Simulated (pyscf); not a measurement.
Optimised with ωB97X-D3(BJ)/def2-SVP in PySCF. Correlated levels are frozen-core, on RHF or UHF. ΔMP2 is the change of the MP2 total energy from the triple- to the quadruple-zeta basis.

**Question.** What is the homolytic dissociation enthalpy (298 K, CCSD(T)/def2-TZVPP + ΔMP2(QZVPP)) of the B–Si bond of `[SiH3][BH][PH2]`, to SiH₃• + [HB–PH₂]•?

**Answer.** B–Si to SiH₃• + [HB–PH₂]•: 356.2 kJ/mol. The radicals are drawn with the spin at the cut bond; how far it spreads was not checked. H₃Si–BH–PH₂ lies 38.9 kJ/mol over its isomer H₂B–PH–SiH₃, and others may lie lower still (electronic energy, ωB97M-D3(BJ)). [HB–PH₂]• lies 82.2 kJ/mol over its isomer H₂B–PH•, and others may lie lower still (electronic energy, ωB97M-D3(BJ)). The CCSD(T) − MP2 part came from Ansatz, without density fitting, on the same reference.
